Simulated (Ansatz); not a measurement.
# CH₂ (quintet): wave-function methods side by side, def2-TZVPP

An exercise on one series of results from a longer session: the logs are not shown, and one member is left open.

Computed with Ansatz 0.2.0, Gaussian basis. Level: def2-TZVPP, core rule «outside noble gas», up to 1 orbitals frozen.

To be run: UHF; ROHF; CCSD(T) on UHF.

2 further runs of the same task are left out: 2 set aside as unsound or not needed.

## The system

The geometry is a PBE0/def2-TZVP stationary point (not a proven minimum) of the parent state, kept for this charge and spin.

3 atoms, charge 0, spin multiplicity 5.

Atoms are counted from 1 here; the program's logs count them from 0.

Bond lengths: C1–H2 1.079 Å, C1–H3 1.079 Å. Angles: H2–C1–H3 134.8°.

Set-up of the first run:

Input file in.yaml:

```yaml
crystal:
  periodic: [false, false, false]
  atoms:
    - {symbol: C, position_ang: [0.000000, -0.059567, 0.000000]}
    - {symbol: H, position_ang: [0.000000, 0.354901, -0.996161]}
    - {symbol: H, position_ang: [0.000000, 0.354901, 0.996161]}
basis:
  gaussian: {orbitals: def2-TZVPP}
magnetization: {spin_polarized: true, initial_magnetization: 4}
hamiltonian: {xc: hf}
output: {orbitals: {seedname: orbitals}}
```

Launch:

```sh
$ ansatz run in.yaml --threads 1 --pin off --events-out ev --progress --plain --max-ram 4096MiB --backend cpu
```

Steps of the session up to this table: UHF; ROHF; CCSD(T) on UHF.

One of the session's tables, all rows but one given; the rest of the session is left out.

It belongs to the step «Misses and costs». 

```
  method  from UCCSD(T) (meV)
    ROHF              +3589.4
     UHF              +3550.0
    UMP2                    ?
   UCCSD               +140.8
UCCSD(T)                    0
```

**Question.** Estimate the row for UMP2.

As computed: from UCCSD(T) (meV): +664.1. In the column «from UCCSD(T) (meV)» it lies between UCCSD (+140.8) and UHF (+3550.0).

To keep in mind: Warnings: coupled cluster took another determinant than the lowest.
